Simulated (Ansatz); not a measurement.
# C3H7ClO: a ladder of functionals and wavefunction methods

The task here is to estimate one member of a computed series from the others.

Method: functionals in def2-TZVPP, the program's frozen cores in correlated methods; program: Ansatz 0.2.0, Gaussian basis.

Plan: PBE-D4, r2SCAN-D4, PBE0-D4, B3LYP-D4, ωB97X-V, ωB97M-V, B2PLYP; CCSD(T)/def2-TZVPP; MP2/def2-QZVPP; extrapolation to the limit.

### The geometry

All runs share one geometry, relaxed beforehand with PBE0-D4 in a triple-zeta def2 set.

12 atoms, charge 0, spin multiplicity 1.

Atoms are counted from 1 here; the program's logs count them from 0.

Bond lengths: C1–O2 1.404 Å, C1–H6 1.098 Å, C1–H7 1.097 Å, C1–H8 1.090 Å, O2–C3 1.403 Å, C3–C4 1.517 Å, C3–H9 1.098 Å, C3–H10 1.092 Å, C4–Cl5 1.780 Å, C4–H11 1.089 Å, C4–H12 1.089 Å. Angles: O2–C1–H6 111.2°, O2–C1–H7 112.6°, O2–C1–H8 107.2°, H6–C1–H7 108.5°, H6–C1–H8 108.9°, H7–C1–H8 108.4°, C1–O2–C3 114.0°, O2–C3–C4 111.4°, O2–C3–H9 111.2°, O2–C3–H10 107.1°, C4–C3–H9 109.8°, C4–C3–H10 109.2°, H9–C3–H10 107.9°, C3–C4–Cl5 109.9°, C3–C4–H11 110.7°, C3–C4–H12 112.1°, Cl5–C4–H11 107.7°, Cl5–C4–H12 107.0° and more.

Coordinates:

```
atom    x (Å)    y (Å)    z (Å)
  C1  -1.7007   0.2082   0.1113
  O2  -0.7989  -0.8672   0.0619
  C3   0.4341  -0.5527  -0.5287
  C4   1.3702   0.1131   0.4627
 Cl5   2.9317   0.4580  -0.3181
  H6  -1.8913   0.6126  -0.8917
  H7  -1.3489   1.0246   0.7545
  H8  -2.6354  -0.1743   0.5213
  H9   0.3008   0.0937  -1.4068
 H10   0.8771  -1.4919  -0.8672
 H11   1.5614  -0.5420   1.3114
 H12   0.9771   1.0627   0.8233
```

Set-up of the first run:

Contents of in.yaml:

```yaml
crystal:
  periodic: [false, false, false]
  atoms:
    - {symbol: C, position_ang: [-1.700674, 0.208170, 0.111327]}
    - {symbol: O, position_ang: [-0.798943, -0.867236, 0.061907]}
    - {symbol: C, position_ang: [0.434081, -0.552710, -0.528727]}
    - {symbol: C, position_ang: [1.370207, 0.113076, 0.462654]}
    - {symbol: Cl, position_ang: [2.931712, 0.458001, -0.318116]}
    - {symbol: H, position_ang: [-1.891334, 0.612589, -0.891657]}
    - {symbol: H, position_ang: [-1.348881, 1.024595, 0.754532]}
    - {symbol: H, position_ang: [-2.635381, -0.174295, 0.521264]}
    - {symbol: H, position_ang: [0.300833, 0.093724, -1.406782]}
    - {symbol: H, position_ang: [0.877070, -1.491890, -0.867190]}
    - {symbol: H, position_ang: [1.561416, -0.541976, 1.311367]}
    - {symbol: H, position_ang: [0.977094, 1.062652, 0.823321]}
basis:
  gaussian: {orbitals: def2-TZVPP}
hamiltonian: {xc: pbe, dispersion: d4}
output: {forces: true, orbitals: {seedname: orbitals}}
```

Launch:

```bash
ansatz run in.yaml --threads 4 --pin off --events-out ev --progress --plain --max-ram 10444MiB
```

Among the steps run: PBE-D4 (GGA); r2SCAN-D4 (meta-GGA); PBE0-D4 (hybrid); B3LYP-D4 (hybrid); ωB97X-V (range-separated); ωB97M-V (range-separated); B2PLYP (double hybrid); CCSD(T) in def2-TZVPP; MP2 in def2-QZVPP.

One of the session's tables, all rows but one given; the rest of the session is left out.

| method | atomisation energy (kJ/mol) |
| --- | --- |
| PBE-D4 | 4592.6 |
| r2SCAN-D4 | 4499.2 |
| PBE0-D4 | 4513.0 |
| B3LYP-D4 | ? |
| ωB97X-V | 4496.8 |
| ωB97M-V | 4502.7 |
| B2PLYP | 4439.0 |
| HF/def2-TZVPP | 3268.8 |
| MP2/def2-TZVPP | 4449.5 |
| CCSD/def2-TZVPP | 4315.7 |
| CCSD(T)/def2-TZVPP | 4380.7 |
| MP2/CBS | 4558.8 |
| CCSD(T)/CBS | 4490.1 |

**Question.** Estimate the row for B3LYP-D4.

As computed: atomisation energy (kJ/mol): 4482.1. In the column «atomisation energy (kJ/mol)» it lies between MP2/def2-TZVPP (4449.5) and CCSD(T)/CBS (4490.1).
